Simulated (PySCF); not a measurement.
Compound: fluorocyanoacetylene, C₃FN.
Bonds: N1–C2 (triple), C2–C3, C3–C4 (triple), C4–F5.

Computed with PySCF at wB97X-D/pcSseg-2, non-relativistic, on one gas-phase PBE0-D3(BJ)/def2-TZVP geometry that isn't relaxed in the solvent. The solvent is an IEF-PCM continuum (van der Waals radii × 1.2). The model holds no explicit solvent molecules, cavitation or dispersion.

Gas phase at wB97X-D/pcSseg-2: HOMO -10.74 eV, LUMO 0.56 eV, dipole 3.60 D.

Problem. What does the continuum do to the energy, the frontier levels and the dipole at wB97X-D/pcSseg-2 in chloroform?

Solution. 
```csv
solvent,ε,E(solvent) − E(gas) (kcal/mol),polarisation term (kcal/mol),distortion of the solute (kcal/mol),HOMO (eV),LUMO (eV),dipole (D)
chloroform,4.711,-2.78,-3.38,0.60,-10.64,0.62,4.47
```

The first energy column is the sum of the next two and covers electrostatics alone.

Problem. Which radius a makes the point-dipole formula ΔE = −[(ε − 1)/(2ε + 1)]·μ²/a³ give the value in chloroform, with the gas-phase dipole?

Solution. μ = 1.417 au and |ΔE| = 0.00443 Eh give a = 2.88 Å; the farthest nucleus lies 2.50 Å from the centroid of the nuclei. The formula assumes a rigid point dipole at the centre of a sphere.

The run took 18 s of wall time on Arm Neoverse N1, one thread, no GPU, shared host, and the process peaked at 0.77 GiB of memory. This is the whole shielding run at wB97X-D/pcSseg-2 in chloroform, SCF included.

wB97X-D is run here without its empirical dispersion term; that term would change no orbital, density or response property at a fixed geometry.
